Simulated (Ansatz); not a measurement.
Saddle point of BNH$_{6}$, singlet (BNH₄ ([BH2][NH2]) + H₂ → BH₃ + NH₃ (still joined by a long B–N bond); bonds formed: B1–H6, N2–H5; bonds broken: H5–H6; bonds weakened to dative contacts: B1–N2), PBE0-D4/def2-TZVP structure:

B1  (-0.089, -0.638, -0.182)
N2  (0.007, 0.745, 0.556)
H3  (0.742, -1.438, 0.141)
H4  (-1.205, -1.008, -0.412)
H5  (0.334, 0.528, -0.767)
H6  (0.347, -0.233, -1.404)
H7  (-0.855, 1.196, 0.811)
H8  (0.720, 0.848, 1.258)
(Å)

Energies are electronic, without zero-point energy. Barriers and step energies count from the start structure reached by relaxing down the imaginary mode; all methods use the PBE0-D4 structures, on which another method's saddle can fall below an end. Ansatz 0.2.0; basis: def2-TZVPP, with def2-QZVPP for the basis limit; cores frozen in the correlated methods. B3LYP uses VWN-RPA correlation. Extrapolation: Hartree–Fock as exp(−7.88 √X), correlation as X^−2.97.

```tsv
method	barrier (eV)	step energy (eV)
SPW92	0.992	-0.366
PBE-D4	1.415	-0.072
BLYP-D4	1.735	0.146
r2SCAN-D4	1.537	-0.051
B97M-V	1.655	-0.046
PBE0-D4	?	-0.129
B3LYP-D4	1.750	0.072
r2SCAN0-D4	1.572	-0.100
BHLYP-D4	1.856	0.023
CAM-B3LYP-D4	?	0.006
wB97X-V	1.669	-0.044
wB97M-V	1.686	-0.016
B2PLYP	1.777	0.054
PBE-QIDH	1.592	-0.127
RPA on PBE	1.809	0.027
HF	?	0.197
MP2	1.718	-0.015
CCSD	1.825	-0.017
CCSD(T)	1.764	-0.023
```

Task: Fill in the withheld barriers. (An estimate is asked for; the value comes from the calculation.)

Result: Computed: HF 2.321; CAM-B3LYP-D4 1.713; PBE0-D4 1.483 eV. Each is the energy of the saddle less that of the start structure, by the same method.

For comparison, the barrier by CCSD(T) at an estimated basis limit (MP2 extrapolated from triple and quadruple zeta, plus CCSD(T) − MP2 in triple zeta) is 1.745 eV.

No T1 diagnostic of these runs exceeds 0.014.

Labels in which every atom is bracketed show which atoms are joined, not bond orders.

For scale, one of the runs: CCSD(T)/def2-TZVPP, 146 basis functions, launched by `ansatz run in.yaml --threads 2 --pin off --events-out ev --progress --plain --max-ram 4352MiB`. Hardware: 2 CPU threads of an Arm Neoverse V2, shared host. Wall time 9 s; peak host memory 0.9 GiB.
